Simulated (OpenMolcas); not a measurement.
## Potential curves of BC⁺: spin-free states

Computed with OpenMolcas 26.06: state-averaged CASSCF(6,8) over C 2s 2p, B 2s 2p, XMS-CASPT2 (IPEA 0.25, imaginary shift 0.2 hartree), scalar X2C, ANO-RCC-VTZP, then RASSI spin–orbit state interaction with atomic mean-field integrals. C2 symmetry about the axis (a holds Σ, Δ, Γ; b holds Π, Φ, H; Σ⁺ and Σ⁻ are not told apart); roots by multiplicity and irrep: 3a 6, 5a 1, 1a 5, 3b 6, 1b 4.

XMS-CASPT2 energies in eV from the lowest point. Curves are followed by energy order within each symmetry, so they are adiabatic and may change character at avoided crossings; Σ⁺ and Σ⁻ are counted together.

| R (Å) | (1)3Σ | (1)5Σ | (1)1Π |
| --- | --- | --- | --- |
| 1.235 | 1.780 | 1.478 | 4.132 |
| 1.307 | 0.829 | 0.680 | 3.233 |
| 1.371 | 0.332 | 0.322 | 2.409 |
| 1.436 | 0.080 | 0.210 | 1.869 |
| 1.508 | 0.000 | 0.289 | 1.497 |
| 1.580 | 0.059 | 0.516 | 1.292 |
| 2.298 | 1.774 | 4.282 | 1.950 |

Left out for impure symmetry, kinks or missing points, though low: (1)3Π, (1)1Δ, (1)1Σ, (1)3Δ, (2)3Σ, (2)3Π, (3)3Σ, (2)1Π, (2)1Σ, (3)1Σ, (3)3Π. Only roots inside an energy window near the equilibrium distance were included, so the list of states is not complete; labels number the states computed. Each spin and symmetry block has orbitals of its own, averaged over its own roots, so gaps between blocks are less sure than gaps within one and near the minimum can be off by tenths of an eV, in bad cases by more. No Rydberg orbitals are active, so Rydberg states, and σ→σ* states whose orbital the CASSCF left unused, can be missing between those listed. CASPT2 splits the two components of degenerate states numerically, here by up to 20 cm⁻¹. No roots were computed in block 5b (none fell in the window or the block failed), so states of that kind are missing and can lie low or lowest. Points that failed a check (symmetry, reference weights, a jump) are left out.
